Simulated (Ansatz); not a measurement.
# CH6FSi: the cost of one run

Program: Ansatz 0.2.0. Level of theory: UKS r2SCAN-D4/def2-SVP. These are calculated values, not measurements.

## 1. Reference run: CH₆FSi radical, relaxed

input.yaml

```yaml
crystal:
  periodic: [false, false, false]
  atoms:
    - { symbol: F, position_ang: [-1.047797, -0.34508, 1.564942] }
    - { symbol: Si, position_ang: [-0.361607, -0.757989, -0.240544] }
    - { symbol: C, position_ang: [0.76149, 0.720284, -0.555048] }
    - { symbol: H, position_ang: [-1.258253, 0.15772, 2.557082] }
    - { symbol: H, position_ang: [-1.492609, -0.821162, -1.232458] }
    - { symbol: H, position_ang: [0.40868, -2.051899, -0.239144] }
    - { symbol: H, position_ang: [0.183151, 1.665358, -0.514301] }
    - { symbol: H, position_ang: [1.246417, 0.657164, -1.552109] }
    - { symbol: H, position_ang: [1.560528, 0.775704, 0.21158] }
magnetization:
  spin_polarized: true
  initial_magnetization: 1
basis:
  gaussian: { orbitals: def2-SVP }
hamiltonian:
  xc: r2scan
  dispersion: d4
output:
  forces: true
relax:
  f_tol: 0.02
  max_steps: 120
  constraints: [{ distance: [0, 3] }, { distance: [0, 1] }]
  escape_saddle: false
```

Started as:

```
ansatz run input.yaml --threads 1 --pin off --max-ram 2560MiB --backend cpu --events-out ev --progress --plain --runs-dir out
```

**Question.** How long does this run take on 1 thread of Intel Xeon Platinum 8559C (Emerald Rapids), shared host, and how much memory does it need?

About 15 s, with a peak of 0.22 GiB.
